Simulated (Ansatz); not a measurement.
# Worked example: SiP⁺, triplet against SiP, quartet

Geometry (PBE0/def2-TZVP stationary point of a quartet), kept for both states (SiP, quartet: Π; SiP⁺, triplet: Σ⁻):

```xyz
2

Si    0.0000    0.0000    0.0000
P     0.0000    0.0000    2.3430
```

Basis cc-pVTZ; Ansatz 0.2.0. Only valence electrons are correlated (noble-gas cores frozen). R marks a restricted (for open shells ROHF) determinant, U an unrestricted one.

Full CI isn't at hand for all of this; UCCSDT(Q) serves as the reference, and is uncertain by about the last step of the cluster series.

```tsv
level	E(SiP, quartet) (hartree)	E(SiP⁺, triplet) (hartree)
UMP2	-629.763126	-629.505806
UCCSD(T)	-629.810306	-629.551979
PBE	-630.410750	-630.153242
wB97M-V	-630.674088	-630.424238
UCCSDT(Q)	-629.812762	-629.554800
```

Problem. Give the vertical gap, SiP⁺ triplet less SiP quartet, at each level in eV (1 hartree = 27.2114 eV), and each error against UCCSDT(Q).

Solution. UCCSDT(Q): (-629.554800 − (-629.812762)) × 27.2114 = 7.020 eV (the reference)
wB97M-V: (-630.424238 − (-630.674088)) × 27.2114 = 6.799 eV, error -0.221 eV
PBE: (-630.153242 − (-630.410750)) × 27.2114 = 7.007 eV, error -0.013 eV
UCCSD(T): (-629.551979 − (-629.810306)) × 27.2114 = 7.029 eV, error 0.009 eV
UMP2: (-629.505806 − (-629.763126)) × 27.2114 = 7.002 eV, error -0.018 eV

Total energies of functionals can't be set beside those of wave-function methods, since they hold the core's correlation and their own absolute errors; only the differences compare.

The reference still carries a basis error, for a change of charge of the order of 0.1 eV, so smaller errors of functionals can't be ranked.

Each level lands on the state that its own search finds. T1 diagnostics of restricted CCSD: 0.026 and 0.031.
